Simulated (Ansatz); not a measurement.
This Ansatz (a quantum-chemistry and plane-wave program) input (MP2/aug-pcseg-3) gives -198.71191 Eh with 170 basis functions.

Ansatz 0.2 input:
```yaml
crystal:
  periodic: [false, false, false]
  atoms:
    - {symbol: F, position_ang: [-0.00000000, -0.00000000, -0.64654644]}
    - {symbol: F, position_ang: [0.00000000, 0.00000000, 0.64654644]}
basis:
  gaussian:
    orbitals: aug-pcseg-3
total_charge: 1
magnetization: {spin_polarized: true, initial_magnetization: 1}
correlation: {method: mp2, electrons: outside_noble_gas}
```

Change:
```diff
- orbitals: aug-pcseg-3
+ orbitals: cc-pV5Z
```

Question: What does the run give now?

Answer: -198.74220 Eh (MP2/cc-pV5Z, 182 functions), a change of -30.29 mEh.
